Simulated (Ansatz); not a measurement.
**A basis-limit estimate, worked out**

An elementary step of BH$_{5}$S, closed shell (BH₃ + H₂S → BH₃S ([BH2][SH]) + H₂; bonds formed: H2–H5; dative contacts that become bonds: B1–S6; bonds broken: B1–H2, H5–S6). “Start” is the structure reached by relaxing down from the saddle towards the reactants; PBE0-D4/def2-TZVP structures. The saddle:

B1  (-0.515, -0.409, -0.131)
H2  (0.224, -0.714, -1.113)
H3  (-0.399, -1.238, 0.716)
H4  (-1.564, -0.061, -0.580)
H5  (0.589, 0.289, -0.633)
S6  (0.339, 1.339, 0.505)
H7  (1.326, 0.795, 1.236)
(Å)

Computed with Ansatz 0.2.0 (basis: def2-TZVPP and def2-QZVPP); correlated methods freeze the cores.

Energies in eV:

| quantity | saddle | start |
| --- | --- | --- |
| Hartree–Fock, triple zeta (X = 3) | -11566.61636 | -11567.82920 |
| Hartree–Fock, quadruple zeta (X = 4) | -11566.97282 | -11568.18694 |
| MP2 correlation, X = 3 | -9.34404 | -8.91770 |
| MP2 correlation, X = 4 | -9.99878 | -9.55659 |
| CCSD(T) correlation, X = 3 | -10.77792 | -10.40213 |

(1) Work out the barrier at the basis limit: extrapolate Hartree–Fock as E(X) = E∞ + A exp(−7.88 √X) and the MP2 correlation as E(X) = E∞ + B X^−2.97 (the exponents that Neese and Valeev fitted for def2-TZVPP and QZVPP), then add CCSD(T) − MP2 in triple zeta.

The T1 diagnostic stays at or below 0.015.

Answers

(1) Each step is linear, so take the differences first (saddle − start): Hartree–Fock 1.21284 (X = 3) and 1.21412 (X = 4); MP2 correlation -0.42634 and -0.44219; CCSD(T) correlation -0.37579.
Two points give E∞ = E(4) + w [E(4) − E(3)], with w = 1/(exp(7.88 (2 − √3)) − 1) = 0.1377 for Hartree–Fock and w = 1/((4/3)^2.97 − 1) = 0.7407 for the correlation.
Hartree–Fock: 1.21412 + 0.1377 × 0.00128 = 1.2143 eV.
MP2 correlation: -0.44219 + 0.7407 × (-0.01585) = -0.4539 eV.
CCSD(T) − MP2: -0.37579 − (-0.42634) = 0.0505 eV.
Sum: 1.2143 + (-0.4539) + 0.0505 = 0.8109 eV, or 18.70 kcal/mol. Plain CCSD(T) in triple zeta gives 0.8370 eV, so the larger basis shifts the result by -0.0261 eV.

Labels in which every atom is bracketed show which atoms are joined, not bond orders.

For scale, one of the runs: CCSD(T)/def2-TZVPP, 143 basis functions, launched by `ansatz run in.yaml --threads 2 --pin off --events-out ev --progress --plain --max-ram 4352MiB`. Time: 5.5 s of wall clock on 2 CPU threads of an Arm Neoverse V2; the host was shared. Peak host memory: 0.79 GiB.
